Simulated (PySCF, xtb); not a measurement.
C₂H₆, SMILES CC (connectivity only; charge and spin as stated), charge +1, multiplicity 2.

Harmonic wavenumbers (cm⁻¹) from GFN2-xTB (xtb) at its own minimum, in rising order: 275, 463, 702, 810, 824, 1105, 1172, 1177, 1252, 1277, 1355, 1420, 2685, 2702, 2794, 2814, 3033, 3046.

Question: What does PBE-D3(BJ)/def2-TZVP (PySCF) give at its own minimum? (Estimate from the structure and the level; the computed values follow.)

Answer: 272, 403, 641, 645, 736, 770, 1074, 1131, 1175, 1261, 1367, 1454, 2466, 2513, 2610, 2725, 3114, 3128. Paired by order, the mean absolute difference is 102 cm⁻¹ and the zero-point energies are 41.3 and 39.3 kcal/mol.
